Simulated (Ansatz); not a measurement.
# CHNSi+ (doublet): from Hartree-Fock to the top rungs, cc-pVTZ

The task here is to estimate one member of a computed series from the others.

Computed with Ansatz 0.2.0, Gaussian basis. Level: cc-pVTZ, core rule «outside noble gas», up to 7 orbitals frozen.

Plan: UHF; CCSD(T) on ROHF; CCSD(T) on UHF; BCCD(T) on ROHF; CCSDT(Q) on ROHF; CCSDT(Q) on UHF.

6 further runs of the same task are left out: 6 set aside as unsound or not needed.

### The system

The geometry is a PBE0/def2-TZVP stationary point (not a proven minimum) of the parent state, kept for this charge and spin.

4 atoms, charge 1, spin multiplicity 2.

Atoms are counted from 1 here; the program's logs count them from 0.

Bond lengths: C1–N2 1.210 Å, C1–H4 1.080 Å, N2–Si3 1.677 Å. Angles: N2–C1–H4 141.6°, C1–N2–Si3 175.8°.

Geometry (Å):

```
C     0.00000   -0.20374    0.79744
N    -0.00001   -0.10376   -0.40886
Si    0.00000   -0.08703   -2.08565
H     0.00000    0.39453    1.69707
```

Set-up of the first run:

Contents of in.yaml:

```yaml
crystal:
  periodic: [false, false, false]
  atoms:
    - {symbol: C, position_ang: [0.000003, -0.203741, 0.797438]}
    - {symbol: N, position_ang: [-0.000006, -0.103756, -0.408858]}
    - {symbol: Si, position_ang: [0.000001, -0.087034, -2.085648]}
    - {symbol: H, position_ang: [0.000003, 0.394532, 1.697068]}
basis:
  gaussian: {orbitals: cc-pVTZ}
total_charge: 1
magnetization: {spin_polarized: true, initial_magnetization: 1}
hamiltonian: {xc: hf}
output: {orbitals: {seedname: orbitals}}
```

On the command line:

```
ansatz run in.yaml --threads 1 --pin off --events-out ev --progress --plain --max-ram 4096MiB --backend cpu
```

Among the steps run: UHF; CCSD(T) on ROHF; CCSD(T) on UHF; BCCD(T) on ROHF; CCSDT(Q) on ROHF; CCSDT(Q) on UHF.

One of the session's tables, all rows but one given; the rest of the session is left out.

```
   method  from RCCSDT(Q) (meV)
     ROHF              +12208.5
      UHF              +11912.4
     RMP2               +1366.8
     UMP2               +1453.8
    RCCSD                +706.8
    UCCSD                     ?
 RCCSD(T)                 +70.9
 UCCSD(T)                 +78.6
  BCCD(T)                 +66.3
   RCCSDT                 +51.1
   UCCSDT                 +46.4
RCCSDT(Q)                     0
UCCSDT(Q)                  -5.7
```

Q: Estimate the row for UCCSD from the others.

As computed: from RCCSDT(Q) (meV): +681.9. In the column «from RCCSDT(Q) (meV)» it lies between UCCSD(T) (+78.6) and RCCSD (+706.8).

Caveats from the session: Restricted and unrestricted rows rest on different reference determinants; where their highest levels disagree by more than a few hundredths of an eV, they describe different states and don't form one ladder.
